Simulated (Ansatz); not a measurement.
Results of LDA in Ansatz (plane waves, PAW) for 1T (CdI2-type) HfS2.

Numerical settings: plane-wave cutoff 500 eV, 12×12×6 k mesh (along the axes of the cell as run), gaussian smearing 0.02 eV, scalar-relativistic PAW data made under PBE.

Computed at the level's own relaxed cell.

Problem. What does this level give for the volume per atom, lattice constant a and c axis length?

Solution. 
- volume per atom: 20.74 Å³/atom
- lattice constant a: 3.556 Å
- c axis length: 5.681 Å

Measured, for comparison: lattice constant a 3.635 Å (temperature not stated, not corrected to a static lattice; as tabulated in Björkman (2014), arXiv:1406.2436); lattice parameter c 5.83 Å (temperature not stated, zero-point anharmonic expansion removed (computed with revB86b-DF2); no thermal correction; as tabulated in Björkman (2014), arXiv:1406.2436). Computed (rounded) less measured: lattice constant a -2.2 %, lattice parameter c -2.6 %.

Spin–orbit coupling is not included.

Static lattice: no zero-point or thermal effects.

Ansatz is a quantum-chemistry and plane-wave program.
